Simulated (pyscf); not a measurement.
Structures and frequencies: ωB97X-D3(BJ)/def2-SVP in PySCF.

Estimate by transition-state theory the rate constant of O=Sn(OH)–OH (SMILES [O]=[Sn]([OH])[OH]) + H• (SMILES [H]) → [O=Sn–OH]• (SMILES [O]=[Sn][OH]) + H₂O (SMILES O) (doublet surface; O–Sn broken, H–O formed) at 900 K, with ωB97M-D3(BJ)/def2-TZVP energies (ideal gas, 1 atm, RRHO with modes under 100 cm⁻¹ raised to 100, one conformer, R ln 2 for rigid chiral ones; no tunnelling).

The electronic barrier is 8.1 kcal/mol and the thermal terms add +18.6, so ΔG‡ = 26.7 kcal/mol. With k_BT/h = 1.88e+13 s⁻¹ and RT = 1.788 kcal/mol, and a volume of 1.23e-19 cm³ per molecule at 1 atm, k = 7.7e-13 cm³ molecule⁻¹ s⁻¹. Wigner's tunnelling factor for 1440i cm⁻¹ would be 1.22. A shift of 1 kcal/mol in the barrier changes k by a factor 1.7. On the product side the descent ends in a complex (not fully relaxed), 6.1 kcal/mol under the separated species and 63.9 kcal/mol under the saddle at ωB97X-D3(BJ)/def2-TZVP. This is the saddle that the search found; another between the same sides may lie lower. The angle at the attacked O is 151°. Elements past Kr carry the def2 core potentials, without spin-orbit coupling.
